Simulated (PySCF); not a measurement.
Work out the structure from these simulated measurements.

Formula: CH3NO.

- Rotational structure: rotational constants A, B, C: 76.625, 11.476, 9.982 GHz [GFN2-xTB]
- Dipole: 0.22 D [PBE0/pcSseg-1]
- Couplings: largest of the computed one-bond spin–spin couplings (means over like bonds): 13C–1H +193.5, 13C–1H +165.1, 17O–1H -73.8, 17O–15N -23.7, 15N–13C -4.7 Hz [B3LYP/pcJ-1]
- NMR, other nuclei: isotropic shieldings of nuclei other than C and H, by class: -177 (1 N), 81 (1 O) ppm [GIAO PBE0/pcSseg-1]
- 1H NMR: chemical shifts (computed TMS as zero) by class: 7.38 (1 H), 7.15 (1 H), 6.58 (1 H) ppm [GIAO PBE0/pcSseg-1]
- 13C NMR: chemical shifts (computed TMS as zero) by class: 136.9 (1 C) ppm [GIAO PBE0/pcSseg-1]

Gas-phase values; electronic properties from PySCF, density fitting. Levels stand in brackets. Isolated species at its GFN2-xTB geometry (one conformer only). Each NMR value is the plain mean over a class of atoms that symmetry, rotation or inversion makes alike.

Problem. Propose a structure and show how it fits.

Solution. Numbering: `[CH2:1]=[N:2][OH:3]`. Its formula, CH3NO, gives 1 degree of unsaturation: 0 rings and 1 π bond in the structure found. The one carbon: C=N carbon [C1] (136.9 ppm). Hydrogen classes from least to most shielded: 1 H on a hydroxyl oxygen, O3 (7.38 ppm), 1 H on a C=N carbon, C1 (7.15 ppm), 1 H on a C=N carbon, C1 (6.58 ppm). The other shieldings belong to: -177 ppm, oxime nitrogen [N2]; 81 ppm, hydroxyl oxygen [O3]. The couplings run between: +193.5 Hz, C=N carbon [C1] and its hydrogen; +165.1 Hz, C=N carbon [C1] and its hydrogen; -73.8 Hz, hydroxyl oxygen [O3] and its hydrogen; -23.7 Hz, hydroxyl oxygen [O3] and oxime nitrogen [N2]; -4.7 Hz, oxime nitrogen [N2] and C=N carbon [C1]. The optimised geometry has point group Cs and is an asymmetric top. Structure: formaldoxime, `C=NO`. Computed isomers that give other values at the same levels: `CN=O` (CH3NO) (rotational constant A: 65.949 GHz; this holds for the one conformer computed); `NC=O` (formamide) (13C chemical shifts (computed TMS as zero) by class: 159.7 (1 C) ppm). The assignments are read from this structure; whether some other isomer fits the data as well wasn't checked.

Conformer computed: `[CH2:1]=[N:2][OH:3]`: H–O3–N2–C1 180°.
